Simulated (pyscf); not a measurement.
**Four-centre exchange: H₂N–InH₂ (SMILES [NH2][InH2]) + HCl (SMILES Cl) → H₂N–InH–Cl (SMILES [NH2][InH][Cl]) + H₂ (SMILES [H][H])**

Gas phase, singlet surface, charge 0. Bonds broken: In2–H5, Cl7–H8. Bonds formed: In2–Cl7, H5–H8. Single points on ωB97X-D3(BJ)/def2-SVP structures (PySCF, gas phase).

Transition state (Å):

```xyz
8

N     -0.1205     1.3438    -0.4241
In     0.2085    -0.3924     0.5347
H      0.6087     2.0490    -0.4543
H     -1.0322     1.7854    -0.3623
H     -1.3545    -0.9151     1.4834
H      1.6219    -1.2004     1.0139
Cl    -1.3202    -2.2135    -0.7481
H     -1.5591    -1.5762     0.6088
```

One imaginary mode, 1071i cm⁻¹; descent along it reached the two sides named, in the forms told below.

| bond | change | reactant side (Å) | saddle | product side |
|---|---|---|---|---|
| In2–H5 | breaks | 1.729 | 1.902 | 2.9 |
| Cl7–H8 | breaks | 1.286 | 1.518 | 3.0 |
| In2–Cl7 | forms | 3.0 | 2.7 | 2.356 |
| H5–H8 | forms | 2.8 | 1.115 | 0.762 |

Electronic energies relative to the separated reactants (kcal/mol):

```json
[
 {"level": "ωB97X-D3(BJ)/def2-TZVP", "barrier": "5.2", "reaction energy": "-28.5", "reverse barrier": "33.7"},
 {"level": "PBE/def2-TZVP", "barrier": "2.9", "reaction energy": "-24.4", "reverse barrier": "27.3"},
 {"level": "r²SCAN/def2-TZVP", "barrier": "2.4", "reaction energy": "-26.6", "reverse barrier": "29.0"},
 {"level": "B3LYP-D3(BJ)/def2-TZVP", "barrier": "6.0", "reaction energy": "-25.8", "reverse barrier": "31.8"},
 {"level": "PBE0-D3(BJ)/def2-TZVP", "barrier": "4.0", "reaction energy": "-25.1", "reverse barrier": "29.2"},
 {"level": "M06-2X/def2-TZVP", "barrier": "4.7", "reaction energy": "-29.8", "reverse barrier": "34.5"},
 {"level": "ωB97M-D3(BJ)/def2-TZVP", "barrier": "8.8", "reaction energy": "-24.3", "reverse barrier": "33.1"},
 {"level": "HF/def2-TZVP", "barrier": "20.0", "reaction energy": "-25.8", "reverse barrier": "45.8"}
]
```

With ωB97M-D3(BJ)/def2-TZVP energies and thermal terms (ideal gas, 1 atm, RRHO with modes under 100 cm⁻¹ raised to 100, one conformer, R ln 2 for chiral ones without a mode under 150 cm⁻¹), in kcal/mol:

| T (K) | ΔH‡ | ΔG‡ | ΔH | ΔG |
|---|---|---|---|---|
| 298 | 8.1 | 17.2 | -24.7 | -24.2 |
| 600 | 7.9 | 26.6 | -24.0 | -24.1 |
| 900 | 8.2 | 35.9 | -23.6 | -24.2 |
| 1200 | 8.7 | 45.1 | -23.5 | -24.4 |

On the reactant side the descent ends in a complex, 5.1 kcal/mol under the separated species and 10.2 kcal/mol under the saddle at ωB97X-D3(BJ)/def2-TZVP. This is the saddle that the search found; another between the same sides may lie lower. Elements past Kr carry the def2 core potentials, without spin-orbit coupling.
